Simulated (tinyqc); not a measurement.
Worked calculation (part 2 of 3): UHF in the sto-6g basis, for NH3, spin multiplicity 1. Computed by tinyqc, a small Python program that keeps every step (integrals from PySCF). Command: `OMP_NUM_THREADS=1 python tinyqc.py 27625 27626 out.jsonl` (the two numbers bound the seeds that draw the settings). One thread of a shared host (Intel(R) Xeon(R) Processor @ 2.60GHz), about 0.2 s of CPU time with the checks.

Geometry (angstrom):

| atom | x | y | z |
|---|---|---|---|
| N | 0.00000 | 0.00000 | 0.14500 |
| H | 0.99500 | 0.00000 | 0.00000 |
| H | -0.49800 | 0.86200 | 0.00000 |
| H | -0.49800 | -0.86200 | 0.00000 |

## Iteration 1: diagonalisation and new density

F(alpha) (hartree), lower triangle:
```
            1N 1s     1N 2s    1N 2px    1N 2py    1N 2pz     2H 1s     3H 1s     4H 1s
1N 1s   -13.87341
1N 2s    -3.43581  -1.24852
1N 2px    0.00258   0.01591   0.15545
1N 2py    0.00000   0.00000   0.00000   0.15582
1N 2pz    0.00381   0.08365  -0.01872   0.00000   0.42090
2H 1s    -0.92123  -0.57085  -0.17453   0.00000  -0.05070  -0.08844
3H 1s    -0.92104  -0.56587   0.10040  -0.15997   0.09551  -0.19666  -0.11608
4H 1s    -0.92104  -0.56587   0.10040   0.15997   0.09551  -0.19666  -0.21246  -0.11608
```

F(beta) (hartree), lower triangle:
```
            1N 1s     1N 2s    1N 2px    1N 2py   1N 2pz     2H 1s     3H 1s     4H 1s
1N 1s   -13.87342
1N 2s    -3.43580  -1.24843
1N 2px    0.00082   0.01472   0.16091
1N 2py    0.00000   0.00000   0.00000   0.15042
1N 2pz    0.00376   0.08379   0.01695   0.00000  0.42076
2H 1s    -0.92164  -0.54814  -0.17099   0.00000  0.14286  -0.08760
3H 1s    -0.92083  -0.57702   0.09955  -0.16245  0.00025  -0.19628  -0.11648
4H 1s    -0.92083  -0.57702   0.09955   0.16245  0.00025  -0.19628  -0.21317  -0.11648
```

X, lower triangle:
```
           1N 1s     1N 2s    1N 2px    1N 2py   1N 2pz     2H 1s     3H 1s    4H 1s
1N 1s    1.02362
1N 2s   -0.15010   1.42198
1N 2px   0.00000   0.00014   1.17296
1N 2py   0.00000   0.00000   0.00000   1.17268
1N 2pz   0.00392  -0.05024  -0.00002   0.00000  1.00629
2H 1s    0.02055  -0.33081  -0.33225   0.00000  0.04153   1.26119
3H 1s    0.02054  -0.33040   0.16607  -0.28742  0.04146  -0.05214   1.26076
4H 1s    0.02054  -0.33040   0.16607   0.28742  0.04146  -0.05214  -0.05210  1.26076
```

Diagonalise F' = X^T F X, C = X C', fill 5 alpha and 5 beta electrons from the bottom; D(s) = C_occ C_occ^T. Each column has its largest component positive (the first on a tie).

F' = X^T F X (alpha) (hartree), lower triangle:
```
           1         2         3         4         5         6         7        8
1  -13.61515
2   -1.86018  -0.21768
3    0.00022   0.02177   0.44366
4    0.00000   0.00000   0.00000   0.44589
5    0.00297   0.01650   0.02642   0.00000   0.43104
6   -0.17330  -0.40314  -0.41344   0.00000  -0.06506   0.37363
7   -0.17508  -0.37739   0.20776  -0.36161   0.11617  -0.06791   0.34809
8   -0.17508  -0.37739   0.20776   0.36161   0.11617  -0.06791  -0.08522  0.34809
```

orbital energies (alpha) (hartree): MO1 -13.87944, MO2 -0.50694, MO3 -0.08624, MO4 -0.07183, MO5 0.41060, MO6 0.76771, MO7 0.95103, MO8 0.97267

coefficients C (alpha):
```
             MO1       MO2       MO3       MO4       MO5       MO6       MO7       MO8
1N 1s    0.99422  -0.21155  -0.01560   0.00000  -0.04691  -0.18877   0.00000  -0.01714
1N 2s    0.02918   0.70264   0.06529   0.00000   0.25519   1.34182   0.00000   0.10214
1N 2px  -0.00027  -0.02388   0.50035   0.00000  -0.34755  -0.02763   0.00000   1.08116
1N 2py   0.00000   0.00000   0.00000   0.53492   0.00000   0.00000   1.11994   0.00000
1N 2pz  -0.00152  -0.07461   0.16516   0.00000   0.92824  -0.28370   0.00000   0.21298
2H 1s   -0.00609   0.16663   0.54163   0.00000   0.05401  -0.68649   0.00000  -1.01126
3H 1s   -0.00624   0.19471  -0.27417   0.45847  -0.14760  -0.73315  -0.85687   0.44679
4H 1s   -0.00624   0.19471  -0.27417  -0.45847  -0.14760  -0.73315   0.85687   0.44679
```

F' = X^T F X (beta) (hartree), lower triangle:
```
           1         2         3         4         5         6         7        8
1  -13.61516
2   -1.86015  -0.21783
3    0.00004   0.00634   0.44769
4    0.00000   0.00000   0.00000   0.44185
5    0.00296   0.01565  -0.02734   0.00000   0.43115
6   -0.17681  -0.37289  -0.40801   0.00000   0.17715   0.37258
7   -0.17335  -0.39232   0.20868  -0.36413  -0.00322  -0.06643   0.34861
8   -0.17335  -0.39232   0.20868   0.36413  -0.00322  -0.06643  -0.08811  0.34861
```

orbital energies (beta) (hartree): MO1 -13.87945, MO2 -0.50693, MO3 -0.08258, MO4 -0.07569, MO5 0.41262, MO6 0.76524, MO7 0.95425, MO8 0.97003

coefficients C (beta):
```
             MO1       MO2       MO3       MO4       MO5       MO6       MO7       MO8
1N 1s    0.99422  -0.21172  -0.00476   0.00000  -0.04707  -0.18938   0.00000  -0.01412
1N 2s    0.02918   0.70331   0.01585   0.00000   0.25077   1.34224   0.00000   0.12089
1N 2px  -0.00008  -0.01910   0.49676   0.00000   0.33685  -0.15526   0.00000   1.07549
1N 2py   0.00000   0.00000   0.00000   0.53900   0.00000   0.00000   1.11798   0.00000
1N 2pz  -0.00152  -0.06794  -0.17523   0.00000   0.93195  -0.23620   0.00000  -0.24633
2H 1s   -0.00619   0.16143   0.55071   0.00000  -0.19825  -0.59939   0.00000  -1.04405
3H 1s   -0.00619   0.19735  -0.26943   0.45534  -0.01134  -0.77286  -0.85853   0.40374
4H 1s   -0.00619   0.19735  -0.26943  -0.45534  -0.01134  -0.77286   0.85853   0.40374
```

D(alpha) after iteration 1, lower triangle:
```
           1N 1s     1N 2s    1N 2px    1N 2py    1N 2pz     2H 1s     3H 1s    4H 1s
1N 1s    1.03568
1N 2s   -0.13262   0.56395
1N 2px   0.01328  -0.07281   0.37171
1N 2py   0.00000   0.00000   0.00000   0.28613
1N 2pz  -0.03185   0.19520  -0.23818   0.00000   0.89447
2H 1s   -0.05229   0.16605   0.24826   0.00000   0.12716   0.32408
3H 1s   -0.03619   0.08106  -0.09053   0.24524  -0.19680  -0.12399   0.34509
4H 1s   -0.03619   0.08106  -0.09053  -0.24524  -0.19680  -0.12399  -0.07529  0.34509
```

D(beta) after iteration 1, lower triangle:
```
           1N 1s    1N 2s    1N 2px    1N 2py    1N 2pz     2H 1s     3H 1s    4H 1s
1N 1s    1.03554
1N 2s   -0.13177  0.55863
1N 2px  -0.01425  0.07891   0.36060
1N 2py   0.00000  0.00000   0.00000   0.29052
1N 2pz  -0.03015  0.18310   0.22817   0.00000   0.90385
2H 1s   -0.03362  0.07237   0.20371   0.00000  -0.29221   0.36868
3H 1s   -0.04612  0.13150  -0.14143   0.24543   0.02325  -0.11423   0.31904
4H 1s   -0.04612  0.13150  -0.14143  -0.24543   0.02325  -0.11423  -0.09562  0.31904
```

## Iteration 2: building the Fock matrix

core Hamiltonian H = T + V (hartree), lower triangle:
```
            1N 1s     1N 2s    1N 2px    1N 2py    1N 2pz     2H 1s     3H 1s     4H 1s
1N 1s   -26.01537
1N 2s    -5.68789  -7.73516
1N 2px   -0.00001  -0.00005  -6.52862
1N 2py    0.00000   0.00000   0.00000  -6.52837
1N 2pz    0.00734   0.07938   0.00002   0.00000  -6.34243
2H 1s    -1.52626  -3.34979  -2.49160   0.00000   0.38487  -4.65688
3H 1s    -1.52448  -3.34725   1.24580  -2.15635   0.38449  -1.12198  -4.65530
4H 1s    -1.52448  -3.34725   1.24580   2.15635   0.38449  -1.12198  -1.12171  -4.65530
```

nuclear repulsion = 11.9689538 hartree

Given earlier and not repeated: Two-electron integrals (ij|kl) in chemists' order.

J_ij = sum D_kl (ij|kl) with D = D(alpha) + D(beta), K_ij = sum D_kl (ik|jl) for each spin; F = H + J - K(s); E = tr D H + tr D J / 2 - 0.5 sum_s tr D(s) K(s) + E_nn.

Coulomb J (hartree), lower triangle:
```
           1N 1s     1N 2s    1N 2px    1N 2py    1N 2pz    2H 1s    3H 1s    4H 1s
1N 1s   14.63539
1N 2s    2.56844   6.90030
1N 2px  -0.00025  -0.00233   6.91282
1N 2py   0.00000   0.00000   0.00000   6.90671
1N 2pz   0.00596  -0.00084  -0.00050   0.00000   6.88139
2H 1s    0.70554   2.98633   2.44025   0.00000  -0.35745  4.76925
3H 1s    0.70472   2.98496  -1.22178   2.11224  -0.35705  0.98591  4.77034
4H 1s    0.70472   2.98496  -1.22178  -2.11224  -0.35705  0.98591  0.98620  4.77034
```

exchange K(alpha) (hartree), lower triangle:
```
           1N 1s     1N 2s    1N 2px    1N 2py    1N 2pz    2H 1s    3H 1s    4H 1s
1N 1s    4.23842
1N 2s    0.64901   1.04431
1N 2px  -0.00083  -0.02389   0.77760
1N 2py   0.00000   0.00000   0.00000   0.74912
1N 2pz  -0.00058   0.03468  -0.09347   0.00000   0.89553
2H 1s    0.18755   0.52706   0.41793   0.00000  -0.04607  0.65746
3H 1s    0.18762   0.52737  -0.21167   0.36428  -0.07454  0.16618  0.66783
4H 1s    0.18762   0.52737  -0.21167  -0.36428  -0.07454  0.16618  0.16710  0.66783
```

exchange K(beta) (hartree), lower triangle:
```
           1N 1s    1N 2s    1N 2px    1N 2py    1N 2pz    2H 1s    3H 1s    4H 1s
1N 1s    4.23831
1N 2s    0.64916  1.04444
1N 2px   0.00021  0.02379   0.77029
1N 2py   0.00000  0.00000   0.00000   0.75430
1N 2pz  -0.00056  0.03168   0.08926   0.00000   0.90075
2H 1s    0.18773  0.52811   0.41928   0.00000  -0.08340  0.66595
3H 1s    0.18757  0.52726  -0.21016   0.36427  -0.05528  0.16627  0.66295
4H 1s    0.18757  0.52726  -0.21016  -0.36427  -0.05528  0.16627  0.16683  0.66295
```

F(alpha) (hartree), lower triangle:
```
            1N 1s     1N 2s    1N 2px    1N 2py    1N 2pz     2H 1s     3H 1s     4H 1s
1N 1s   -15.61840
1N 2s    -3.76845  -1.87917
1N 2px    0.00057   0.02151  -0.39341
1N 2py    0.00000   0.00000   0.00000  -0.37079
1N 2pz    0.01387   0.04386   0.09299   0.00000  -0.35656
2H 1s    -1.00826  -0.89052  -0.46928   0.00000   0.07349  -0.54509
3H 1s    -1.00738  -0.88966   0.23569  -0.40840   0.10198  -0.30225  -0.55279
4H 1s    -1.00738  -0.88966   0.23569   0.40840   0.10198  -0.30225  -0.30261  -0.55279
```

F(beta) (hartree), lower triangle:
```
            1N 1s     1N 2s    1N 2px    1N 2py    1N 2pz     2H 1s     3H 1s     4H 1s
1N 1s   -15.61830
1N 2s    -3.76860  -1.87930
1N 2px   -0.00047  -0.02617  -0.38609
1N 2py    0.00000   0.00000   0.00000  -0.37596
1N 2pz    0.01385   0.04686  -0.08974   0.00000  -0.36179
2H 1s    -1.00844  -0.89157  -0.47064   0.00000   0.11082  -0.55358
3H 1s    -1.00733  -0.88955   0.23417  -0.40838   0.08272  -0.30234  -0.54791
4H 1s    -1.00733  -0.88955   0.23417   0.40838   0.08272  -0.30234  -0.30234  -0.54791
```

total energy of this density = -55.9079153 hartree

## Iteration 2: DIIS over 2 matrices

error matrix X^T (FDS - SDF) X (alpha):
```
          1         2         3         4         5         6         7         8
1   0.00000  -0.04173  -0.00447   0.00000   0.01003   0.03531   0.02929   0.02929
2   0.04173   0.00000   0.00894   0.00000   0.01470  -0.03999  -0.01830  -0.01830
3   0.00447  -0.00894   0.00000   0.00000  -0.07352  -0.04362   0.02073   0.02073
4   0.00000   0.00000   0.00000   0.00000   0.00000   0.00000  -0.04991   0.04991
5  -0.01003  -0.01470   0.07352   0.00000   0.00000  -0.05676   0.05482   0.05482
6  -0.03531   0.03999   0.04362   0.00000   0.05676   0.00000  -0.00499  -0.00499
7  -0.02929   0.01830  -0.02073   0.04991  -0.05482   0.00499   0.00000   0.00000
8  -0.02929   0.01830  -0.02073  -0.04991  -0.05482   0.00499   0.00000   0.00000
```

B (overlaps of the stored error matrices):
```
                1               2
1   3.1262586e+00  -3.6571646e-01
2  -3.6571646e-01   1.1757620e-01
```

Minimise |sum c_i e_i|^2 with sum c_i = 1: solve [B -1; -1 0][c; lambda] = [0; -1] with B_ij = tr e_i^T e_j summed over both spins, and take F = sum c_i F_i.

DIIS coefficients: 0.12157  0.87843

extrapolated F(alpha) (hartree), lower triangle:
```
            1N 1s     1N 2s    1N 2px    1N 2py    1N 2pz     2H 1s     3H 1s     4H 1s
1N 1s   -15.40626
1N 2s    -3.72801  -1.80250
1N 2px    0.00082   0.02083  -0.32668
1N 2py    0.00000   0.00000   0.00000  -0.30677
1N 2pz    0.01265   0.04870   0.07941   0.00000  -0.26204
2H 1s    -0.99768  -0.85166  -0.43345   0.00000   0.05839  -0.48957
3H 1s    -0.99688  -0.85029   0.21924  -0.37820   0.10119  -0.28942  -0.49970
4H 1s    -0.99688  -0.85029   0.21924   0.37820   0.10119  -0.28942  -0.29165  -0.49970
```

extrapolated F(beta) (hartree), lower triangle:
```
            1N 1s     1N 2s    1N 2px    1N 2py    1N 2pz     2H 1s     3H 1s     4H 1s
1N 1s   -15.40616
1N 2s    -3.72814  -1.80260
1N 2px   -0.00031  -0.02120  -0.31959
1N 2py    0.00000   0.00000   0.00000  -0.31197
1N 2pz    0.01263   0.05135  -0.07677   0.00000  -0.26665
2H 1s    -0.99789  -0.84982  -0.43421   0.00000   0.11472  -0.49693
3H 1s    -0.99682  -0.85156   0.21781  -0.37848   0.07269  -0.28945  -0.49546
4H 1s    -0.99682  -0.85156   0.21781   0.37848   0.07269  -0.28945  -0.29150  -0.49546
```

## Iteration 2: diagonalisation and new density

As before.

F' = X^T F X (alpha) (hartree), lower triangle:
```
           1         2         3         4         5         6         7        8
1  -15.14889
2   -1.91694  -0.64967
3   -0.00237   0.02930   0.02539
4    0.00000   0.00000   0.00000   0.05366
5    0.01706  -0.04332   0.10684   0.00000  -0.24762
6   -0.18140  -0.48783  -0.52901   0.00000   0.01439   0.09280
7   -0.18270  -0.47114   0.25978  -0.46284   0.10958  -0.07579   0.08109
8   -0.18270  -0.47114   0.25978   0.46284   0.10958  -0.07579  -0.08048  0.08109
```

orbital energies (alpha) (hartree): MO1 -15.40956, MO2 -1.02910, MO3 -0.55631, MO4 -0.54916, MO5 -0.27986, MO6 0.58814, MO7 0.75932, MO8 0.76439

coefficients C (alpha):
```
             MO1       MO2       MO3       MO4       MO5       MO6       MO7       MO8
1N 1s    0.99593  -0.21369   0.00038   0.00000  -0.03720  -0.18043  -0.01133   0.00000
1N 2s    0.02080   0.74972  -0.01100   0.00000   0.20742   1.32819   0.07144   0.00000
1N 2px  -0.00009  -0.01668   0.60841   0.00000  -0.07645  -0.03123   1.07894   0.00000
1N 2py   0.00000   0.00000   0.00000   0.58724   0.00000   0.00000   0.00000   1.09342
1N 2pz  -0.00168  -0.05611  -0.10193   0.00000   0.96474  -0.24940   0.11767   0.00000
2H 1s   -0.00440   0.15824   0.46769   0.00000   0.11635  -0.69396  -1.03879   0.00000
3H 1s   -0.00443   0.16363  -0.21682   0.41747  -0.15269  -0.74108   0.47510  -0.87757
4H 1s   -0.00443   0.16363  -0.21682  -0.41747  -0.15269  -0.74108   0.47510   0.87757
```

F' = X^T F X (beta) (hartree), lower triangle:
```
           1         2         3         4         5         6         7        8
1  -15.14876
2   -1.91712  -0.64947
3    0.00308  -0.03135   0.03405
4    0.00000   0.00000   0.00000   0.04757
5    0.01662  -0.03917  -0.10335   0.00000  -0.25259
6   -0.18342  -0.46780  -0.52180   0.00000   0.13883   0.08196
7   -0.18163  -0.48167   0.26774  -0.46312   0.04543  -0.07567   0.08756
8   -0.18163  -0.48167   0.26774   0.46312   0.04543  -0.07567  -0.08063  0.08756
```

orbital energies (beta) (hartree): MO1 -15.40947, MO2 -1.02944, MO3 -0.55446, MO4 -0.54985, MO5 -0.28235, MO6 0.58797, MO7 0.75988, MO8 0.76561

coefficients C (beta):
```
             MO1       MO2       MO3       MO4       MO5       MO6       MO7       MO8
1N 1s    0.99592  -0.21371  -0.00226   0.00000  -0.03640  -0.18068   0.00951   0.00000
1N 2s    0.02082   0.74989   0.02128   0.00000   0.19997   1.32985  -0.05615   0.00000
1N 2px   0.00007   0.01562   0.60218   0.00000   0.07516   0.01638   1.08286   0.00000
1N 2py   0.00000   0.00000   0.00000   0.59247   0.00000   0.00000   0.00000   1.09059
1N 2pz  -0.00168  -0.05885   0.09731   0.00000   0.96709  -0.24181  -0.11680   0.00000
2H 1s   -0.00446   0.16191   0.44789   0.00000  -0.23194  -0.75066  -0.98684   0.00000
3H 1s   -0.00441   0.16151  -0.24599   0.41326   0.02939  -0.71382   0.52442  -0.87956
4H 1s   -0.00441   0.16151  -0.24599  -0.41326   0.02939  -0.71382   0.52442   0.87956
```

D(alpha) after iteration 2, lower triangle:
```
           1N 1s     1N 2s    1N 2px    1N 2py    1N 2pz     2H 1s     3H 1s    4H 1s
1N 1s    1.03892
1N 2s   -0.14721   0.60565
1N 2px   0.00655  -0.03505   0.37628
1N 2py   0.00000   0.00000   0.00000   0.34485
1N 2pz  -0.02561   0.15913  -0.13483   0.00000   0.94427
2H 1s   -0.04234   0.13754   0.27302   0.00000   0.05570   0.25734
3H 1s   -0.03378   0.09330  -0.12297   0.24515  -0.13438  -0.09326   0.27140
4H 1s   -0.03378   0.09330  -0.12297  -0.24515  -0.13438  -0.09326  -0.07716  0.27140
```

D(beta) after iteration 2, lower triangle:
```
           1N 1s    1N 2s    1N 2px    1N 2py    1N 2pz     2H 1s     3H 1s    4H 1s
1N 1s    1.03887
1N 2s   -0.14685  0.60320
1N 2px  -0.00737  0.03956   0.36852
1N 2py   0.00000  0.00000   0.00000   0.35102
1N 2pz  -0.02452  0.15130   0.13036   0.00000   0.94820
2H 1s   -0.03162  0.08447   0.25481   0.00000  -0.19024   0.28064
3H 1s   -0.03942  0.12166  -0.14340   0.24484  -0.00501  -0.09083   0.25826
4H 1s   -0.03942  0.12166  -0.14340  -0.24484  -0.00501  -0.09083  -0.08330  0.25826
```
